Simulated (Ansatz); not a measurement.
## Ansatz (development build ahead of 0.2.0) run

```yaml
crystal:
  periodic: [false, false, false]
  atoms:
    - { symbol: "N", position_ang: [-0.00328, 0.00452, -0.6242] }
    - { symbol: "N", position_ang: [-0.00216, -0.00032, 0.62561] }
    - { symbol: H, position_ang: [-0.00156, 1.00435, -0.91896] }
    - { symbol: H, position_ang: [-0.00045, -0.9988, 0.92364] }
basis:
  gaussian: { orbitals: cc-pVDZ }
hamiltonian:
  xc: hf
correlation:
  method: mp2
  frozen_orbitals: { H: 0, "N": 1 }
```

The input is written out in the form of the current development build from the run's settings.

Output:

```
Converged                       : yes
Reference energy                : -110.00570 hartree
Correlation energy              : -0.33146 hartree
Total energy                    : -110.33715 hartree
Spin squared of the determinant : 0.000
```
